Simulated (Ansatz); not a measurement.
# BH₄O (doublet): wave-function methods side by side at distance B1–H4 along a hydrogen transfer = 1.486 Å, cc-pVDZ

How much of the correlation energy of BH₄O (doublet) does each wave-function method recover here?

Program: Ansatz 0.2.0, Gaussian basis. Level of theory: cc-pVDZ, core rule «outside noble gas», up to 2 orbitals frozen. These are calculated values, not measurements.

The runs, in order: UHF; CCSD(T) on ROHF; CCSD(T) on UHF; BCCD(T) on ROHF; CISD; CCSDT(Q) on ROHF; CCSDT(Q) on UHF; CASSCF and MRCISD+Q, 3 electrons in 3 orbitals; CASSCF and NEVPT2, 3 electrons in 3 orbitals.

5 further runs of the same task are left out: 1 for a mislabelled method, 2 that didn't finish, 2 set aside as unsound or not needed.

### 1 What is computed

The geometry derives from fragments relaxed apart (PBE0/def2-TZVP) and kept rigid, so it is no stationary point. A hydrogen atom is moved between rigid fragments.

6 atoms, charge 0, spin multiplicity 2.

Atoms are counted from 1 here; the program's logs count them from 0.

Bond lengths: B1–H2 1.193 Å, B1–H3 1.193 Å, H4–O5 1.039 Å, O5–H6 0.973 Å. Angles: H2–B1–H3 120.0°, H4–O5–H6 105.0°.

### 2 UHF

The input, in.yaml:

```yaml
crystal:
  periodic: [false, false, false]
  atoms:
    - {symbol: B, position_ang: [-1.410156, 0.030718, 0.000000]}
    - {symbol: H, position_ang: [-2.006889, 1.064290, 0.000000]}
    - {symbol: H, position_ang: [-2.006889, -1.002853, 0.000000]}
    - {symbol: H, position_ang: [0.075844, 0.030718, 0.000000]}
    - {symbol: O, position_ang: [1.114844, 0.030718, 0.000000]}
    - {symbol: H, position_ang: [1.366703, -0.909232, 0.000000]}
basis:
  gaussian: {orbitals: cc-pVDZ}
magnetization: {spin_polarized: true, initial_magnetization: 1}
hamiltonian: {xc: hf}
output: {orbitals: {seedname: orbitals}}
```

Launch:

```
ansatz run in.yaml --threads 1 --pin off --events-out ev --progress --plain --max-ram 2393MiB
```

The runs that follow: CCSD(T) on ROHF; CCSD(T) on UHF; BCCD(T) on ROHF; CISD; CCSDT(Q) on ROHF; CCSDT(Q) on UHF; CASSCF and MRCISD+Q, 3 electrons in 3 orbitals; CASSCF and NEVPT2, 3 electrons in 3 orbitals.

**Question.** What will the summary of the whole plan be? Wanted: UCCSDT(Q) below the RHF energy; RMP2 from UCCSDT(Q); UMP2 from UCCSDT(Q); RCCSD from UCCSDT(Q); RCCSD(T) from UCCSDT(Q); UCCSD(T) from UCCSDT(Q); RCCSDT(Q) from UCCSDT(Q); NEVPT2 pair from UCCSDT(Q); MRCISD+Q pair from UCCSDT(Q).

**Answer**, as computed:

```
                         quantity                                                   value
   UCCSDT(Q) below the RHF energy                                              -8.7969 eV
              RMP2 from UCCSDT(Q)                                            +93.2 kJ/mol
              UMP2 from UCCSDT(Q)                                            +96.6 kJ/mol
             RCCSD from UCCSDT(Q)                                            +19.6 kJ/mol
          RCCSD(T) from UCCSDT(Q)                                             +3.6 kJ/mol
          UCCSD(T) from UCCSDT(Q)                                             +3.6 kJ/mol
         RCCSDT(Q) from UCCSDT(Q)                                             +0.1 kJ/mol
       NEVPT2 pair from UCCSDT(Q)                                            +97.3 kJ/mol
     MRCISD+Q pair from UCCSDT(Q)                                            +10.5 kJ/mol
levels within 1 kcal/mol (43 meV)  RCCSD(T), UCCSD(T), BCCD(T), RCCSDT, UCCSDT, RCCSDT(Q)
                    T1 diagnostic                                                   0.020
```

In words: RCCSD(T) lands +3.6 kJ/mol from the yardstick (0.4 % of the correlation energy). Of the multireference levels listed MRCISD+Q pair comes nearest in total energy (+10.5 kJ/mol), which doesn't show that its space is the better one. These misses are within one basis, not against nature; the frozen cores of restricted and unrestricted runs differ, which can shift their rows.
